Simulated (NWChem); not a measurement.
A calculation on CH3

```
C
H 1 1.0908
H 1 1.0908 2 120.00
H 1 1.0908 2 120.00 3 180.00
```
Charge 0, spin multiplicity 2.

All runs are NWChem calculations. The geometry was optimised at UB3LYP/def2-SVP, a minimum by its harmonic frequencies.

The correlated methods keep 1 core orbital frozen. The structure started from a generated list of species. The unpaired electrons of the parent sit in orbitals of symmetry b2 (C2v labels of the run); other states weren't searched. No SCF solution was tested for a lower state. Open-shell Hartree-Fock references start from PBE0 orbitals.

Worked example. At MP2/def2-TZVP the molecule has a total energy of -39.72721 Ha and the free atoms (multiplicities C 3, H 2) H -0.49981, C -37.75859 Ha. The electronic atomisation energy is the atoms' sum less the molecule's energy.

1·(-37.75859) + 3·(-0.49981) = -39.25802 Ha for the atoms; less the molecule's energy this leaves 0.46919 Ha, or 294.4 kcal/mol (1232 kJ/mol), without zero-point, thermal or spin-orbit terms. For one electron MP2 and coupled cluster equal Hartree-Fock, which gives the hydrogen atom's value.
